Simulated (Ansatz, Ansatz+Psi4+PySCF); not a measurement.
```yaml
atoms:
  - { symbol: Li, position_ang: [0.0000, 0.0000, 0.4350] }
  - { symbol: H, position_ang: [0.0000, 0.0000, -1.2550] }
```

Basis set: cc-pVTZ on H; cc-pCVTZ on Li (spherical functions). All electrons are correlated. Charge 0, multiplicity 1.

Computed with Ansatz (development build ahead of 0.2.0); each method stands on the lowest determinant of its kind that the runs found. Restricted open shells among the atoms or ions are ROHF, correlated in semicanonical orbitals with singles.

The atomization energy at this shape (free ground-state atoms in the same class of orbitals less the molecule, no zero-point energy) of singlet LiH:

```
     method  atomization energy
RHF-CCSD(T)             2.44 eV
    RHF-MP2             2.20 eV
```

Question: What does RHF give?

Answer: 1.46 eV.
